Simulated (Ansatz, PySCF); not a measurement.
System: acetonitrile, C2H3N, net charge 0, singlet state. 
Structure (B3LYP-D3(BJ)/def2-TZVP (Ansatz, an electronic-structure program) minimum search):
SMILES: CC#N
```xyz
6

C     -0.0055     0.0046    -1.1739
C      0.0013    -0.0011     0.2805
N      0.0067    -0.0056     1.4298
H     -0.0055     1.0296    -1.5454
H      0.8782    -0.5072    -1.5556
H     -0.8946    -0.5041    -1.5473
```
Charge 0, spin multiplicity 1.


Quantity: enthalpy of formation at 298 K (from the atomisation energy, B3LYP-D3(BJ)/def2-TZVP harmonic zero-point and thermal terms from PySCF, and the atoms' enthalpies of formation in the G2/97 table; no spin-orbit terms, and no core term in the frozen-core levels), in kcal/mol. Cores are frozen in the correlated levels unless marked. UHF or UKS for open shells. Spin-orbit coupling is left out. Non-relativistic. The coupled-cluster limit lacks core correlation, which all-electron functionals hold. Basis-set limits of correlation are two-point, X^-3; Hartree-Fock from the larger set. The bracket is a focal-point correction in the basis named.

Measured: 18.0 kcal/mol (G2/97 table in ASE (Curtiss et al.)); it holds spin-orbit and relativistic effects, which these rows lack, and core correlation, which the frozen-core levels lack. This is an older compilation, not checked against later work.

| level | program | enthalpy of formation at 298 K (kcal/mol) | error against measurement |
|---|---|---|---|
| HF/aug-cc-pVDZ | Ansatz | 209.3 | 191.3 |
| SVWN5/def2-TZVPD | Ansatz | -71.0 | -89.0 |
| M06-L/def2-TZVPD | PySCF | 17.3 | -0.7 |
| r2SCAN-D3(BJ)/def2-TZVPD | Ansatz + dftd3 | 20.8 | 2.8 |
| PBE0/def2-TZVPD | Ansatz | 16.6 | -1.4 |
| BHLYP-D4/def2-TZVPD | Ansatz + dftd4 | 41.5 | 23.5 |
| BHLYP/def2-TZVPD | Ansatz | 43.1 | 25.1 |
| TPSSh-D4/def2-TZVPD | PySCF + dftd4 | 18.5 | 0.5 |
| PW6B95-D4/def2-TZVPD | PySCF + dftd4 | 16.0 | -2.0 |
| MN15-D3(BJ)/def2-TZVPD | PySCF + dftd3 | 19.0 | 1.0 |
| HSE06-D4/def2-TZVPD | Ansatz + dftd4 | 14.8 | -3.2 |
| HSE06/def2-TZVPD | Ansatz | 16.0 | -2.0 |
| CAM-B3LYP-D3(BJ)/def2-TZVPD | Ansatz + dftd3 | 15.6 | -2.4 |
| CAM-B3LYP/def2-TZVPD | Ansatz | 16.8 | -1.2 |
| PBE-QIDH/def2-TZVPD | Ansatz | 24.4 | 6.4 |
| MP2/STO-3G | Ansatz | 47.7 | 29.7 |
| MP2/cc-pVTZ | Ansatz | 22.2 | 4.2 |
| RI-MP2/CBS(cc-pVTZ,cc-pVQZ) | Ansatz | 5.0 | -13.0 |
| CCSD/STO-3G | Ansatz | 46.1 | 28.1 |
| CCSD(T)/cc-pVTZ | Ansatz | 36.8 | 18.8 |
| RI-MP2/CBS(aug-cc-pVTZ,aug-cc-pVQZ)+[CCSD(T)-MP2]/aug-cc-pVTZ | Ansatz | 19.7 | 1.7 |
